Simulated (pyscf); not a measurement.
Structures and frequencies: ωB97X-D3(BJ)/def2-SVP in PySCF.

Problem. Estimate the classical barrier height and the reaction energy of H₃C–SnH: [singlet] + hydrogen (H₂) + hydrogen (H₂) → H₃C–SnH₃ + hydrogen (H₂) at HF/def2-TZVP. The step runs on the singlet surface, breaks H–H, H–H and forms H–Sn, H–Sn, H–H; take the separated reactants as zero.

Solution. ΔE‡ = 65.3 kcal/mol, ΔE = -22.9 kcal/mol. ωB97M-D3(BJ)/def2-TZVP gives 41.7 kcal/mol and -22.2 kcal/mol. Zero-point energy shifts the barrier by +4.0 kcal/mol. It is a multi-bond step, with an imaginary mode of 1916i cm⁻¹. One saddle was located; it need not be the lowest between these sides. Elements past Kr carry the def2 core potentials, without spin-orbit coupling.
